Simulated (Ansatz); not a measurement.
**P–CH–P, quartet: vertical spin and charge gaps**

Geometry (PBE0/def2-TZVP stationary point for this spin, not checked as a minimum):

```yaml
atoms:
  - { symbol: P, position_ang: [0.0000, -0.1426, 1.5476] }
  - { symbol: C, position_ang: [0.0000, 0.5938, 0.0000] }
  - { symbol: P, position_ang: [0.0000, -0.1426, -1.5476] }
  - { symbol: H, position_ang: [0.0000, 1.6910, 0.0000] }
```

Basis cc-pVDZ; Ansatz 0.2.0. Only valence electrons are correlated (noble-gas cores frozen). Prefix R: restricted or restricted open-shell reference; prefix U: unrestricted.

Gaps are energies of the second state less the first, at fixed atoms, for a selection of the levels run; each method lands on the state that its own search finds for that charge and spin.

Unrestricted rows (U, and Kohn–Sham where it breaks symmetry) aren't spin-pure: their determinants' ⟨S²⟩ exceeds S(S+1) by up to 0.37, so they mix in states of higher spin, at the starting point too. A value is left out where its run failed or describes another state than the reference as far as symmetry and spin tell, or, spin-broken singlets apart, can't be checked.

Removing an electron, to the triplet: 8.385 eV at UCCSDT(Q).

| level | gap (eV) | error (meV) | ⟨S²⟩ where 0.1 over S(S+1) (first / second) |
| --- | --- | --- | --- |
| RHF | 7.851 | -534 | – / – |
| UMP2 | 8.194 | -191 | 4.12 / – |
| RCCSD | 8.437 | 52 | – / – |
| RCCSD(T) | 8.404 | 19 | – / – |
| UCCSD(T) | 8.390 | 5 | 4.12 / – |
| UCCSDT | 8.396 | 11 | 4.12 / – |
| RCCSDT(Q) | 8.385 | 0 | – / – |
| PBE0 | 8.733 | 348 | – / – |
| wB97M-V | 8.444 | 59 | – / – |
| B2PLYP | 8.415 | 30 | 3.90 / – |

Problem. PBE gives 10.651 eV for removing an electron, to the quintet. Estimate what UCCSDT(Q) gives in cc-pVDZ.

Solution. UCCSDT(Q) in cc-pVDZ gives 10.473 eV, so against it PBE is off by 0.178 eV, of which a good part can be the reference's own basis and frozen-core error.

| level | gap (eV) | error (meV) | ⟨S²⟩ where 0.1 over S(S+1) (first / second) |
| --- | --- | --- | --- |
| UHF | 9.563 | -910 | 4.12 / – |
| RCCSD | 10.336 | -137 | – / – |
| UCCSD | 10.368 | -105 | 4.12 / – |
| RCCSDT | 10.456 | -17 | – / – |
| r2SCAN | 10.686 | 213 | – / – |
| PBE0 | 10.607 | 134 | – / – |
| B3LYP | 10.601 | 128 | – / – |
| wB97M-V | 10.523 | 50 | – / – |
| B2PLYP | 10.511 | 38 | 3.90 / – |

Problem. PBE gives 4.122 eV for sextet less quartet. Estimate what UCCSDT(Q) gives in cc-pVDZ.

Solution. UCCSDT(Q) in cc-pVDZ gives 3.921 eV, so against it PBE is off by 0.201 eV, of which a good part can be the reference's own basis and frozen-core error.

```
    level  gap (eV)  error (meV)  ⟨S²⟩ where 0.1 over S(S+1) (first / second)
      RHF     2.352        -1569                                        – / –
      UHF     2.921        -1000                                     4.12 / –
 RCCSD(T)     3.900          -21                                        – / –
 UCCSD(T)     3.882          -39                                     4.12 / –
  BCCD(T)     3.895          -26                                        – / –
   UCCSDT     3.904          -17                                     4.12 / –
RCCSDT(Q)     3.920           -1                                        – / –
    B3LYP     4.021          100                                        – / –
  wB97M-V     4.043          122                                        – / –
```

In so small a basis the reference is far from its limit while semilocal and hybrid functionals are nearer theirs (RPA and double hybrids share much of the reference's basis error), so the functionals' errors here hold much of the reference's basis and frozen-core error, which can add to them or hide them.

Full CI isn't at hand for all of this; UCCSDT(Q) serves as the reference, and is uncertain by about the last step of the cluster series. The frozen core follows each run's orbitals, which can shift R against U totals by a few meV.
